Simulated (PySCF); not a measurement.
## Do core-level shifts follow atomic charges?

Species: C3H4F2S.
Numbering: `[CH3:1][C:2](=[S:3])[CH:4]([F:5])[F:6]`

Binding energies: delta-SCF UKS SCAN, pcX-2 on the ionised atom, pcseg-1 elsewhere, spin-free X2C in PySCF 2.14.0. Charges: PBE0/pcSseg-1 ground-state density, for the ionised atom.

| atom | environment | C 1s (eV) | Mulliken (e) | IAO (e) | Hirshfeld (e) | ESP (e) |
| --- | --- | --- | --- | --- | --- | --- |
| C1 | methyl carbon | 291.52 | -0.178 | -0.435 | -0.122 | -0.248 |
| C2 | thiocarbonyl carbon | 292.64 | -0.425 | -0.064 | +0.033 | +0.036 |
| C4 | CHF2 carbon | 295.98 | +0.605 | +0.433 | +0.140 | +0.416 |

Q: How well does each charge scheme correlate with the binding energies over these sites?

A: IAO: r = 0.98, slope 5.2 eV per e; ESP: r = 0.98, slope 6.8 eV per e; Hirshfeld: r = 0.93, slope 16.3 eV per e; Mulliken: r = 0.89, slope 3.8 eV per e. On 3 points no scheme stands out.

Q: The point-charge model writes a binding energy as kq + V + constant, with V the potential of the other atoms' charges at the site. What does it give with the IAO charges?

A: V = Σ 14.40 eV Å × q/r over all other atoms: +6.23 eV at C1, +0.63 eV at C2, -4.89 eV at C4. Fitting binding energy − V to q gives k = 17.9 eV per e and leaves an rms residual of 0.03 eV, against 0.37 eV for the fit on q alone. The model has no term for differences in relaxation between sites.

The unrestricted hole states depart most from a pure doublet (⟨S²⟩ = 0.75; over 0.85 named) for C 1s of C2 (0.98), which makes this value less certain. One conformer (not necessarily the lowest) at the PBE0-D3(BJ)/def2-SVP geometry, without solvent, vibrations or thermal averaging.

Conformer computed: `[CH3:1][C:2](=[S:3])[CH:4]([F:5])[F:6]`: C1–C2–C4–F5 -58°.
